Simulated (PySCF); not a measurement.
C₄H₅F.
Structure used (PBE0-D3(BJ)/def2-SVP), in Å, numbered top down from 1:
```
atom  x, y, z in Å
F1     1.5999   -0.5939   -1.1375
C2     0.6478   -0.0403   -0.3834
C3     0.4716   -0.0936    1.0820
C4    -0.6264   -0.5200    0.1397
C5    -0.5843    0.6591   -0.7999
H6     1.0008   -0.9073    1.5912
H7     0.3730    0.8294    1.6747
H8    -1.1687   -1.4602    0.0673
H9    -0.8110    1.6740   -0.4370
H10   -0.9181    0.4571   -1.8244
```

Jobs on this species (10 atoms, 38 electrons) with PySCF (density fitting). Hardware of each: Arm Neoverse V2, one thread, shared host. The host was shared with other jobs, so the times are rough.

Task: Rank these jobs by wall time, shortest first.
A. B3LYP/pcJ-1; spin–spin couplings from 10 perturbed nuclei, spin–dipole term for 1 of them; 185 basis functions
B. PBE0-D3(BJ)/def2-SVP, grid level 1; geometry optimisation from a GFN2-xTB start; 95 basis functions
C. PBE0/pcSseg-1; shieldings, charges and field gradients; 110 basis functions

Result: C (5.7 s), A (13 s), B (21 s).

All jobs:

| level and settings | work | basis functions | SCF cycles | wall time |
| --- | --- | --- | --- | --- |
| PBE0/pcSseg-1 | shieldings, charges and field gradients | 110 | 12 | 5.7 s |
| B3LYP/pcJ-1 | spin–spin couplings from 10 perturbed nuclei, spin–dipole term for 1 of them | 185 | 12 | 13 s |
| B97-2/pcSseg-2 | shieldings | 250 | 12 | 18 s |
| delta-SCF UKS SCAN, pcX-2 on the ionised atom, pcseg-1 elsewhere, spin-free X2C | ΔSCF core ionisation, 4 holes | 126 | 67 | 18 s |
| PBE0-D3(BJ)/def2-SVP, grid level 1 | geometry optimisation from a GFN2-xTB start | 95 | 56 | 21 s |
| wB97X-D/def2-SVPD | 10 singlets by full TDDFT, 4 Tamm–Dancoff triplets, polarisability, ΔSCF ions | 143 | 13 | 21 s |

Task: What do all jobs in the table cost together?

Result: About 97 s; the longest takes about 22 % of that, and about 3.7 times as long as the shortest.
